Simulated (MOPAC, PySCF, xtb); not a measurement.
Stepwise substitution at one centre (Al F-I). Isolated molecules, 0 K electronic values unless said otherwise. Strings in code marks are SMILES.

Quantity: redistribution energy (mixed species minus the weighted end members), in kcal/mol. Semi-empirical values (MOPAC) are differences of heats of formation.

Level 1: B3LYP/LANL2DZ // B3LYP-D3(BJ)/def2-TZVP (PySCF)
Level 2: GFN2-xTB (xtb)
Level 3: PM6 // B3LYP-D3(BJ)/def2-TZVP (MOPAC)
Level 4: PM7 // B3LYP-D3(BJ)/def2-TZVP (MOPAC)

```tsv
species	level 1	level 2	level 3	level 4
1 of 3 F replaced by I: `[F][Al]([F])[I]`	1.25	-9.56	0.44	3.51
2 of 3 F replaced by I: `[I][Al]([I])[F]`	1.51	-8.13	0.80	4.33
```
